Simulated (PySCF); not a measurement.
## A PySCF run on ClF

State: ¹Σ⁺ (singlet), closed shell.

An equivalent input (the run itself took its basis sets from the Basis Set Exchange, started from a PBE0 density and held the occupation σ 7α 7β, πx 3α 3β, πy 3α 3β):

```python
from pyscf import gto, scf, cc
mol = gto.M(atom='Cl 0 0 0; F 0 0 1.622', basis={'Cl': 'cc-pV(T+d)Z', 'F': 'cc-pVTZ'},
            charge=0, spin=0, verbose=4, symmetry='C2v')
mf = scf.RHF(mol)
mf.irrep_nelec = {'A1': 14, 'B1': 6, 'B2': 6}
mf.conv_tol = 1e-9
mf.max_cycle = 60
mf.diis_space = 10
mf.kernel()
mycc = cc.CCSD(mf, frozen=[0, 1, 2, 3, 4, 5])
mycc.run(conv_tol=1e-7, conv_tol_normt=1e-5, max_cycle=80, diis_space=8)
et = mycc.ccsd_t()
```

The SCF ended at -558.90299616 hartree. The coupled-cluster part of the log:

```
******** <class 'pyscf.cc.ccsd.CCSD'> ********
CC2 = 0
CCSD nocc = 7, nmo = 63
frozen orbitals [0, 1, 2, 3, 4, 5]
max_cycle = 80
direct = 0
conv_tol = 1e-07
conv_tol_normt = 1e-05
diis_space = 8
diis_start_cycle = 0
diis_start_energy_diff = 1e+09
Init t2, MP2 energy = -559.348165309597  E_corr(MP2) -0.445169153890823
Init E_corr(CCSD) = -0.445169153892522
cycle = 1  E_corr(CCSD) = -0.450027565044533  dE = -0.00485841115  norm(t1,t2) = 0.0488349
cycle = 2  E_corr(CCSD) = -0.461886994704507  dE = -0.0118594297  norm(t1,t2) = 0.018655
cycle = 3  E_corr(CCSD) = -0.461928204551684  dE = -4.12098472e-05  norm(t1,t2) = 0.00820244
cycle = 4  E_corr(CCSD) = -0.463350223735024  dE = -0.00142201918  norm(t1,t2) = 0.00353433
cycle = 5  E_corr(CCSD) = -0.463445288812732  dE = -9.50650777e-05  norm(t1,t2) = 0.000750855
cycle = 6  E_corr(CCSD) = -0.463340806212387  dE = 0.0001044826  norm(t1,t2) = 0.000264483
cycle = 7  E_corr(CCSD) = -0.463342401175471  dE = -1.59496308e-06  norm(t1,t2) = 8.62257e-05
cycle = 8  E_corr(CCSD) = -0.463348371856879  dE = -5.97068141e-06  norm(t1,t2) = 2.05996e-05
cycle = 9  E_corr(CCSD) = -0.46334736162561  dE = 1.01023127e-06  norm(t1,t2) = 7.08259e-06
cycle = 10  E_corr(CCSD) = -0.463347195858225  dE = 1.65767384e-07  norm(t1,t2) = 2.15566e-06
cycle = 11  E_corr(CCSD) = -0.463347352406897  dE = -1.56548672e-07  norm(t1,t2) = 8.15943e-07
cycle = 12  E_corr(CCSD) = -0.463347326949962  dE = 2.54569356e-08  norm(t1,t2) = 2.66443e-07
CCSD converged
E(CCSD) = -559.3663434826559  E_corr = -0.4633473269499618
CCSD(T) correction = -0.0166131543585084
```

T1 diagnostic 0.011, D1 0.031, 14 electrons correlated.

Repeating this along the bond gives Re = 1.638 Å and ωe = 775 cm⁻¹.

A point of this curve took 6.9 CPU seconds beside 0.36 for the integrals, on Arm Neoverse N1 (shared host).

Correlated steps freeze 6 core orbitals.
